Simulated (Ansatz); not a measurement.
This geometry of BClFH + H2 (6 atoms, charge 0, multiplicity 1) is a first-order saddle point.

All numbers below come from RKS B3LYP/def2-SVP in Ansatz.

```xyz
6
Properties=species:S:1:pos:R:3
B 0.010 -0.279 0.027
Cl 0.019 0.111 2.141
H 1.054 0.135 -0.389
F -1.168 0.075 -0.473
H 0.074 -1.572 0.255
H 0.016 -1.142 1.230
```

Q: Which two structures does it join? (They come from a converged band through this point; their orientation in space is the band's.)

A: Bonds broken: B1–Cl2, H5–H6. Bonds formed: B1–H5, Cl2–H6. BClFH + H2 becomes BFH2 + ClH.

First end point:

```xyz
6
Properties=species:S:1:pos:R:3
B -0.024 0.563 0.133
Cl -0.080 1.021 1.826
H 1.022 0.426 -0.438
F -1.154 0.376 -0.511
H 0.033 -2.673 0.550
H 0.209 -2.384 1.231
```

Last end point:

```xyz
6
Properties=species:S:1:pos:R:3
B 0.059 -0.288 -0.536
Cl 0.224 -0.184 2.499
H 0.924 0.548 -0.630
F -1.200 0.101 -0.652
H 0.271 -1.472 -0.426
H -0.273 -1.376 2.536
```

Q: How far does it lie above each of them?

A: 1.50 eV above the first and 0.71 eV above the second. This is the barrier of this one path; another mechanism may lie lower. The orbitals stay closed-shell, which can raise the energy where a bond breaks towards radicals; this wasn't checked here.

Time of the run: 2.7 min on 1 thread of Intel(R) Xeon(R) Platinum 8488C (Sapphire Rapids) (shared host), peak memory 0.12 GiB.
